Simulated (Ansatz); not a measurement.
**BO₂− (SMILES O=B[O-]): one structure at several levels**

One table from this session's results is given with a row withheld; the runs are named, their logs left out.

Program: Ansatz 0.2.0, Gaussian basis. Level of theory: single points in def2-TZVPPD. These are calculated values, not measurements.

Cores are frozen in the correlated methods.

### Where the work starts

SMILES `O=B[O-]`, 3 atoms, charge -1, spin multiplicity 1.

Atoms are counted from 1 here; the program's logs count them from 0.

Bond lengths: O1–B2 1.201 Å, B2–O3 1.232 Å. Angles: O1–B2–O3 172.4°.

As a file:

```xyz
3
BO2
O     0.45630    1.06060    0.33260
B    -0.01850   -0.01590    0.09360
O    -0.39090   -1.13370   -0.26740
```

The first run:

File run/in.yaml:

```yaml
crystal:
  periodic: [false, false, false]
  atoms:
    - {symbol: O, position_ang: [0.456300, 1.060600, 0.332600]}
    - {symbol: B, position_ang: [-0.018500, -0.015900, 0.093600]}
    - {symbol: O, position_ang: [-0.390900, -1.133700, -0.267400]}
basis:
  gaussian: {orbitals: "def2-TZVPPD.json"}
total_charge: -1
correlation: {method: ccsd_t}
output: {forces: true}
```

The basis file named in the input lies beside it (Basis Set Exchange, JSON).

No record of the launch command was kept for these runs.

Steps of the session up to this table: CCSD(T)/def2-TZVPPD; PBE0-D4/def2-TZVPPD; wB97M-V/def2-TZVPPD; r2SCAN-D4/def2-TZVPPD; PBE-D4/def2-TZVPPD; revPBE-D4/def2-TZVPPD; BHLYP-D4/def2-TZVPPD.

One table of the session follows, with a row left open; its other results are not shown here.

| method | RMS force component (eV/Å) | angle to CCSD(T) forces (°) |
| --- | --- | --- |
| CCSD(T) | 2.370 | reference |
| PBE0-D4 | 2.073 | 4.0 |
| wB97M-V | 2.140 | 2.7 |
| r2SCAN-D4 | ? | ? |
| PBE-D4 | 2.442 | 1.3 |
| revPBE-D4 | 2.560 | 2.5 |
| BHLYP-D4 | 1.756 | 10.5 |

Q: Estimate the row for r2SCAN-D4 from the others.

As computed: RMS force component (eV/Å): 2.177; angle to CCSD(T) forces (°): 2.3. In the column «RMS force component (eV/Å)» it lies between wB97M-V (2.140) and CCSD(T) (2.370).
